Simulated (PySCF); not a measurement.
Molfile (atoms numbered from 1):
```
C5H6S
     RDKit          3D

 12 12  0  0  0  0  0  0  0  0999 V2000
   -1.8506    0.0689    0.7512 C   0  0  0  0  0  0  0  0  0  0  0  0
   -0.4758    0.1411    0.1833 C   0  0  0  0  0  0  0  0  0  0  0  0
    0.3680   -0.8890   -0.1185 C   0  0  0  0  0  0  0  0  0  0  0  0
    1.6166   -0.4605   -0.6368 C   0  0  0  0  0  0  0  0  0  0  0  0
    1.7059    0.8953   -0.7216 C   0  0  0  0  0  0  0  0  0  0  0  0
    0.2715    1.6460   -0.1758 S   0  0  0  0  0  0  0  0  0  0  0  0
   -1.8915    0.4730    1.7663 H   0  0  0  0  0  0  0  0  0  0  0  0
   -2.5705    0.6253    0.1464 H   0  0  0  0  0  0  0  0  0  0  0  0
   -2.1776   -0.9710    0.7916 H   0  0  0  0  0  0  0  0  0  0  0  0
    0.0971   -1.9272    0.0281 H   0  0  0  0  0  0  0  0  0  0  0  0
    2.4126   -1.1302   -0.9342 H   0  0  0  0  0  0  0  0  0  0  0  0
    2.5327    1.4917   -1.0748 H   0  0  0  0  0  0  0  0  0  0  0  0
  1  2  1  0
  2  3  2  0
  3  4  1  0
  4  5  2  0
  5  6  1  0
  6  2  1  0
  1  7  1  0
  1  8  1  0
  1  9  1  0
  3 10  1  0
  4 11  1  0
  5 12  1  0
M  END
```

Geometry: PBE0-D3(BJ)/def2-TZVP; GIAO shifts from PySCF 2.14, gas phase, non-relativistic, averaged over equivalent atoms.

At B97-2/pcSseg-2 (307 basis functions, 67 s wall time on 1 thread of an Intel Xeon Platinum 8488C, shared host):
```tsv
atoms	δ (ppm)
C2	150.1
C4	132.1
C5	132.0
C3	131.6
C1	18.4
S6	248.8
H12	7.22
H11	7.08
H10	6.98
H7/H8/H9	2.60
```

δ = σ(ref) − σ, references computed at the same level: ¹³C (σref 185.38) and ¹H (σref 31.64) against TMS; ³³S (σref 517.10) against CS2.

Q: What do these become at wB97X-D/pcSseg-2?

A: 
```json
{"atoms": "C2", "δ at wB97X-D/pcSseg-2": "156.4", "change": "+6.3"}
{"atoms": "C4", "δ at wB97X-D/pcSseg-2": "136.7", "change": "+4.6"}
{"atoms": "C5", "δ at wB97X-D/pcSseg-2": "137.5", "change": "+5.5"}
{"atoms": "C3", "δ at wB97X-D/pcSseg-2": "135.6", "change": "+4.0"}
{"atoms": "C1", "δ at wB97X-D/pcSseg-2": "17.7", "change": "-0.7"}
{"atoms": "S6", "δ at wB97X-D/pcSseg-2": "254.9", "change": "+6.1"}
{"atoms": "H12", "δ at wB97X-D/pcSseg-2": "7.32", "change": "+0.10"}
{"atoms": "H11", "δ at wB97X-D/pcSseg-2": "7.12", "change": "+0.04"}
{"atoms": "H10", "δ at wB97X-D/pcSseg-2": "7.01", "change": "+0.03"}
{"atoms": "H7/H8/H9", "δ at wB97X-D/pcSseg-2": "2.54", "change": "-0.06"}
```

Scale: ¹³C (σref 186.29), ¹H (σref 31.63) vs TMS; CS2 for ³³S (σref 510.68) (reference shieldings calculated alike).

The largest change is at C2 (substituted aromatic carbon next to the ring sulfur). Cost: 307 basis functions, 83 s wall time on 1 thread of an Intel Xeon Platinum 8488C, shared host. The order of the carbon signals changes between the two levels.
